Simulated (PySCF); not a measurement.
CH₂, SMILES [CH2], multiplicity 3.

Coordinates come from a PBE-D3(BJ)/def2-TZVPD optimisation. The isomer is the one that the SMILES or the coordinates give; other isomers of the formula were not compared.

The numbers are results of PBE-D3(BJ)/def2-TZVPD (PySCF 2.14.0), not measurements.

Frequencies are harmonic and unscaled.

### Question
List the normal modes with their intensities. (Estimate from the structure and the level; the computed values follow.)

### Answer

| mode | ν (cm⁻¹) | IR (km/mol) | moving atoms (share of kinetic energy) |
|---|---|---|---|
| 1 | 1006 | 10.8 | H 88 %, C 12 % |
| 2 | 3069 | 0.3 | H 98 % |
| 3 | 3308 | 0.4 | H 87 %, C 13 % |
